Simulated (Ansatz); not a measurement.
C₃H₄FN, SMILES `NC=C=CF`, 9 atoms. Total charge 0; spin multiplicity 1. All runs use 2 threads of an Arm Neoverse V1 on a shared host. Correlated methods freeze the cores.

Q: Give the basis size and wall time and peak host memory of each of these runs in Ansatz. RKS PBE-D4/def2-TZVPP energy and forces; RHF-CCSD(T)/def2-SVP energy; RKS ωB97M-V/def2-QZVPP energy; RKS PBE0-D4/def2-TZVP relaxation (11 steps); RKS PBE0-D4/def2-QZVPP energy; RHF-CCSD(T)/def2-TZVPP energy; RKS HSE06 (plane-wave form)-D4/def2-TZVPP energy; RKS ωB97M-V/def2-SVP energy; RKS revPBE-D4/def2-TZVPP energy; RKS BHLYP-D4/def2-TZVPP energy; RHF-MP2/def2-QZVPP energy; RKS PBE0-D4/def2-TZVP frequencies. (Estimate.)

A: Computed: Other jobs shared the machine, so times are rough.

| level | job | functions | wall time | peak host memory (GiB) |
| --- | --- | --- | --- | --- |
| RKS revPBE-D4/def2-TZVPP | energy | 211 | 2.2 s | 0.21 |
| RKS PBE-D4/def2-TZVPP | energy and forces | 211 | 2.9 s | 0.21 |
| RKS BHLYP-D4/def2-TZVPP | energy | 211 | 3.1 s | 0.38 |
| RKS HSE06 (plane-wave form)-D4/def2-TZVPP | energy | 211 | 3.2 s | 0.39 |
| RKS ωB97M-V/def2-SVP | energy | 90 | 4.1 s | 0.23 |
| RHF-CCSD(T)/def2-SVP | energy | 90 | 5.5 s | 0.35 |
| RKS PBE0-D4/def2-QZVPP | energy | 405 | 7.5 s | 0.97 |
| RKS ωB97M-V/def2-QZVPP | energy | 405 | 19 s | 1.1 |
| RHF-MP2/def2-QZVPP | energy | 405 | 23 s | 1.9 |
| RKS PBE0-D4/def2-TZVP | relaxation (11 steps) | 179 | 40 s | 0.35 |
| RHF-CCSD(T)/def2-TZVPP | energy | 211 | 2.1 min | 3.2 |
| RKS PBE0-D4/def2-TZVP | frequencies | 179 | 2.3 min | 0.36 |
